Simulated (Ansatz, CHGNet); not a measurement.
# Enthalpy of formation of rock-salt PbTe: levels of theory against measurement

Reference value: -0.366 eV/atom (measured, 298 K, copied from a table, unchecked, not corrected to a static lattice; as tabulated in the CRC Handbook).

Problem. Put these levels in order of the enthalpy of formation that they give for rock-salt PbTe, smallest first: CHGNet 0.3.0, LDA (Ansatz, a first-principles code), PBE (Ansatz), r²SCAN+rVV10 (Ansatz).

Solution. CHGNet 0.3.0 (-0.602 eV/atom), r²SCAN+rVV10 (-0.487 eV/atom), PBE (-0.406 eV/atom), LDA (-0.358 eV/atom)

Differences against the reference: CHGNet 0.3.0 -0.236 eV/atom, LDA +0.008 eV/atom, PBE -0.040 eV/atom, r²SCAN+rVV10 -0.121 eV/atom.

The measured value isn't corrected to a static lattice, so vibrations enter the comparison.  Density-functional levels without +SOC have no spin–orbit coupling, which shifts binding energies of heavy elements. CHGNet 0.3.0: the energies of CHGNet 0.3.0 can hold anion corrections fitted to measured formation enthalpies. Each level is taken at its own relaxed cell. Ansatz's density-functional and Hartree–Fock values are scalar-relativistic unless marked +SOC, with PAW data made under PBE.

Machine-learned potentials (CHGNet 0.3.0) are trained on DFT data: a solid inside that data is no test of them.

Differences are worked out from the printed values.
